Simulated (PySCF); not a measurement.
**Gas-phase XPS of isobutyronitrile, computed**

Compound: isobutyronitrile, C₄H₇N.
Bonds: C1–C2, C2–C3, C2–C4, C4–N5 (triple). Hydrogens: H6, H7, H8 on C1; H9 on C2; H10, H11, H12 on C3.

Computed with delta-SCF UKS SCAN, pcX-2 on the ionised atom, pcseg-1 elsewhere, spin-free X2C (PySCF). Binding energies are ΔSCF values: E(core-ionised, relaxed orbitals) − E(ground state) at a fixed geometry, referred to the vacuum level.

Q: Give the core binding energies atom by atom.

A: 
| atom(s) | bonded to | level | binding energy (eV) | above the level's lowest (eV) | count |
| --- | --- | --- | --- | --- | --- |
| C1/C3 | C and 3 H | C 1s | 291.24 | 0.00 | 2 |
| C4 | N (triple bond) and C | C 1s | 292.06 | +0.82 | 1 |
| C2 | 3 C and H | C 1s | 292.27 | +1.03 | 1 |
| N5 | C (triple bond) | N 1s | 404.89 | 0.00 | 1 |

Lowest listed C 1s: C1/C3, bonded to C and 3 H. Highest, 1.03 eV above it: C2, bonded to 3 C and H. Summing the Pauling electronegativity differences to the bonded atoms, each weighted by its formal bond order, gives -1.05 for the lowest site and -0.35 for the highest; the largest sum, +1.47, belongs to C4, 0.21 eV below the top.

Q: Give the binding energy of C 1s of C1/C3 in hartree and in kJ/mol.

A: 291.24 eV = 10.7029 Eh = 28100 kJ/mol.

Q: Which photon energy gives electrons from C 1s of C1/C3 a kinetic energy of 20 eV, and what is their de Broglie wavelength?

A: hν = 291.24 + 20 = 311.24 eV, recoil neglected; λ = 12.264 Å/√(E/eV) = 2.74 Å.

The first atom of each set that the bonding makes equivalent was ionised and stands for the set. Geometry: GFN2-xTB; no solvent, vibrations or thermal averaging.

Time: 20 s of wall time. Hardware: one thread of an x86-64 server, on a shared host.
